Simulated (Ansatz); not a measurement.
# Which is lower?

The two ends of one reaction step of AlNH$_{4}$O, singlet (PBE0-D4/def2-TZVP).

A:

```csv
atom,x (Å),y (Å),z (Å)
Al1,-0.2268,0.4060,0.2209
N2,0.5402,-1.1741,0.3401
H3,-0.7480,1.1517,1.5119
O4,-0.3720,1.0715,-1.3342
H5,0.6842,-1.6717,1.2028
H6,0.8947,-1.7050,-0.4384
H7,-0.7721,1.9217,-1.5032
```

B:

```
7
angstrom
Al -1.2867 0.7811 0.1774
N 0.3186 -0.6492 0.7337
H 0.8593 -0.3952 1.5537
O -0.2781 0.9268 -1.2552
H 0.0212 -1.6130 0.8434
H 0.9065 -0.5711 -0.0936
H -0.5407 1.5206 -1.9592
```

Computed with Ansatz 0.2.0 (basis: def2-TZVPP); correlated methods freeze the cores. B3LYP uses VWN-RPA correlation.

Which structure is lower at CCSD(T), and by how much? (Judge from chemistry; the value comes from the calculation.)

The calculation gives: A, by 102.8 kJ/mol (electronic energy, against the other). By their contacts, A is AlNH₄O ([NH2][AlH][OH]) and B is AlNH₄O ([NH3][Al][OH]).

All methods give the same order:

```
      method  E(B) − E(A) (kJ/mol)
       SPW92                  83.9
      PBE-D4                  86.0
     BLYP-D4                  92.3
   r2SCAN-D4                 114.0
      B97M-V                 112.3
     PBE0-D4                  96.5
    B3LYP-D4                 101.2
  r2SCAN0-D4                 114.9
    BHLYP-D4                 111.2
CAM-B3LYP-D4                 110.3
     wB97X-V                 113.8
     wB97M-V                  99.8
      B2PLYP                 108.3
    PBE-QIDH                 110.2
  RPA on PBE                  95.4
          HF                 123.4
         MP2                 116.1
        CCSD                 105.8
     CCSD(T)                 102.8
```

The T1 diagnostic stays at or below 0.014. The restricted Hartree–Fock reference is unstable towards an unrestricted one at one or more of these structures.

Labels in which every atom is bracketed show which atoms are joined, not bond orders.

For scale, one of the runs: CCSD(T)/def2-TZVPP, 160 basis functions, launched by `ansatz run in.yaml --threads 2 --pin off --events-out ev --progress --plain --max-ram 4352MiB`. The run took 16 s on 2 CPU threads of an Arm Neoverse V2 (shared host), with 1.1 GiB of host memory at its peak.
